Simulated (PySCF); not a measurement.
## LiP⁺ from Hartree–Fock to correlated methods

State: ⁴Σ⁻ (quartet), unpaired electrons σ ↑, π ↑↑. Set-up: Li pcseg-2, P pcseg-2; no relativity (PySCF 2.14). De refers to Li⁺ + P in their high-spin ground configurations, without counterpoise correction. The functionals are run spin-unrestricted. A positive dipole points towards P; it is taken about the centre of mass and depends on that origin.

| Level | Re (Å) | ωe (cm⁻¹) | De (eV) | μ (D) |
| --- | --- | --- | --- | --- |
| UHF | 2.670 | 254 | 0.343 | -8.40 |
| UHF-MP2 | 2.624 | 269 | 0.387 | n/a |
| UHF-SCS-MP2 | 2.632 | 266 | 0.378 | n/a |
| UHF-CCSD | 2.614 | 272 | 0.397 | n/a |
| UHF-CCSD(T) | 2.609 | 274 | 0.404 | n/a |
| PBE | 2.642 | 255 | 0.420 | -8.06 |
| revPBE | 2.667 | 249 | 0.401 | -8.19 |
| BLYP | 2.659 | 248 | 0.419 | -8.10 |
| BP86 | 2.677 | 242 | 0.364 | -8.27 |
| r²SCAN | 2.659 | 250 | 0.353 | -8.28 |
| PBE0 | 2.630 | 260 | 0.400 | -8.10 |

The bond length runs from 2.609 Å (UHF-CCSD(T)) to 2.677 Å (BP86). De spans 0.34 eV (UHF, mean field) to 0.42 eV (PBE, GGA). Correlation at CCSD(T) changes the Hartree–Fock bond energy by +0.06 eV; the triples alone change it by +0.00 eV.

Correlated steps freeze 5 core orbitals. The bond is weak. Basis-set superposition, not corrected here, can be much of De in a small basis, most of all at correlated wavefunction levels. For an ion De counts to the pair picked by the measured ionisation energies or electron affinities, which need not be the lowest pair at this level. The state was picked by a PBE0 search and need not be the measured ground state.
